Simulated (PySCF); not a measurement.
All values below come from PBE0-D3(BJ)/def2-TZVP (PySCF). Isolated molecules, 0 K electronic values unless said otherwise. One relaxed conformer stands for a flexible species; it need not be the lowest. 

Reference species (SMILES): `C=C(O)O` (O–C–O–H torsion -42°, O–C–O–H torsion -42°) (neutral, multiplicity 1).

```
Quantity         Value
-------------  -------
HOMO–LUMO gap  7.29 eV
```

Changed species: `O(C)C=O` (C–O–C–O torsion 0°).

Problem. Predict the effect on the HOMO–LUMO gap.

Solution. the HOMO–LUMO gap rises by 1.13 eV, to 8.42 eV.
